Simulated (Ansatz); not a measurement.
**Worked example: correlation energy of Ga–P–AlH⁺, doublet**

Geometry: that of the Ga–P–AlH, singlet, kept fixed.

```xyz
4

Ga    0.0000    0.2302    1.1965
Al    0.0000    0.5781   -2.0818
P     0.0000   -1.0792   -0.7782
H     0.0000    1.7623   -3.1262
```

Basis cc-pVTZ; Ansatz 0.2.0. Correlated methods freeze the noble-gas cores and the filled d shells of p-block atoms, which leaves 11 electrons in 101 orbitals. Prefix R: restricted or restricted open-shell reference; prefix U: unrestricted. No spin–orbit coupling is included, and no scalar relativity.

Full CI isn't at hand for all of this; UCCSDT(Q) serves as the reference, and is uncertain by about the last step of the cluster series.

Runs differ by some tens of microhartree through their thresholds and, for an open shell, their frozen cores, so steps under 0.03 kcal/mol mean nothing.

```json
{"level": "UHF", "total energy (hartree)": "-2506.304007"}
{"level": "UMP2", "total energy (hartree)": "-2506.537278"}
{"level": "UCCSD", "total energy (hartree)": "-2506.568627"}
{"level": "UCCSD(T)", "total energy (hartree)": "-2506.584356"}
{"level": "UCCSDT", "total energy (hartree)": "-2506.585744"}
{"level": "UCCSDT(Q)", "total energy (hartree)": "-2506.587117"}
```

Task: What is the correlation energy at UCCSDT(Q), and what share of it do UMP2 and UCCSD(T) recover?

Result: E(corr) = -2506.587117 − (-2506.304007) = -0.283110 hartree = -7.704 eV. UMP2: -0.233271 / -0.283110 = 82.40 %. UCCSD(T): -0.280349 / -0.283110 = 99.02 %.

Task: By how many kcal/mol does UCCSD(T) miss UCCSDT(Q) (1 hartree = 627.509 kcal/mol), and which steps make up the rest?

Result: -2506.584356 − (-2506.587117) = 0.002761 hartree = 1.73 kcal/mol. Steps: UCCSDT − UCCSD(T) = -0.87, UCCSDT(Q) − UCCSDT = -0.86 kcal/mol. Differences between like states or geometries often cancel part of this.
